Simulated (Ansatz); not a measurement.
# Which isomer of B2H3N gives these data?

These gas-phase data were calculated for one isomer of B2H3N at r2SCAN-D4/def2-SVP (harmonic, unscaled wavenumbers; equilibrium rotational constants with average atomic masses):

| Property | Result |
| --- | --- |
| rotational constants | 33.21, 23.03, 13.6 GHz |
| all wavenumbers above 1500 cm⁻¹ | 3503, 2716, 2683 |
| dipole moment | 1.92 D (PBE0/def2-TZVPD) |

Candidates:

(1) `B=NB`, a singlet
(2) `B1BN1`, a singlet

**Question.** Which structure fits?

**Answer.** Candidate (2). The band at 3503 cm⁻¹ lies where the N–H stretch is expected; (1) has no mode between 3250 and 3800 cm⁻¹.

The same quantities for all candidates:

```tsv
	rotational constants (GHz)	wavenumbers above 1500 cm⁻¹	dipole (D)	E above the lowest, r2SCAN-D4/def2-SVP (kcal/mol)
(1)	227.3, 9.674, 9.279	2871, 2625, 2540, 1925	1.82	0.0
(2)	33.21, 23.03, 13.6	3503, 2716, 2683	1.92	14.1
```

Each candidate is one conformer. Programs: Ansatz 0.2.0.
